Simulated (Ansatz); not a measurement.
Two structures of SiH₅SF, singlet, reached by relaxing down either side of one saddle point (PBE0-D4/def2-TZVP). Energies are electronic, without zero-point energy. Program: Ansatz 0.2.0. Basis: def2-TZVPP and def2-QZVPP. Cores are frozen in the correlated methods. Extrapolation: Hartree–Fock as exp(−7.88 √X), correlation as X^−2.97. First:

Si1  (-0.905, 0.657, 0.008)
S2  (0.198, -0.781, 1.176)
H3  (-0.004, 1.352, -0.940)
H4  (-1.562, 1.641, 0.902)
H5  (-1.916, -0.153, -0.708)
H6  (1.346, -1.354, -0.620)
F7  (1.749, -1.470, -1.457)
H8  (1.095, 0.107, 1.640)
(Å)

Second:

```
atom    x (Å)    y (Å)    z (Å)
 Si1  -0.6394   0.7536  -0.9299
  S2   0.5111  -1.5760   1.7542
  H3  -0.9758   1.6509  -2.0621
  H4  -0.5504   1.5270   0.3291
  H5  -1.6312  -0.3392  -0.8243
  H6   1.2797  -1.5529   0.6543
  F7   0.8002   0.1169  -1.2459
  H8   1.2057  -0.5801   2.3247
```

(1) Which bonds change from the first to the second?

(2) Give the saddle point's structure and its height above each. (An estimate is asked for; the value comes from the calculation.)

No T1 diagnostic of these runs exceeds 0.013.

## Answers

(1) SiH₄S ([SiH3][SH]) + HF → SiH₃F ([F][SiH3]) + H₂S; bonds formed: Si1–F7, S2–H6; bonds broken: Si1–S2, H6–F7.

(2) The calculation gives: 132.0 kJ/mol above the first and 191.3 kJ/mol above the second (CCSD(T) at an estimated basis limit (MP2 extrapolated from triple and quadruple zeta, plus CCSD(T) − MP2 in triple zeta)).
Si1  (-0.571, 0.410, -0.383)
S2  (0.414, -0.923, 1.377)
H3  (0.096, 1.512, -1.120)
H4  (-1.308, 1.183, 0.671)
H5  (-1.639, -0.372, -1.042)
H6  (0.969, -1.138, -0.018)
F7  (0.745, -0.712, -1.185)
H8  (1.294, 0.041, 1.699)
(Å)

Labels in which every atom is bracketed show which atoms are joined, not bond orders.

For scale, one of the runs: CCSD(T)/def2-TZVPP, 185 basis functions (an equivalent command: `ansatz run in.yaml --threads 2`). The run took 27 s on 2 CPU threads (shared host), with 1.9 GiB of host memory at its peak.
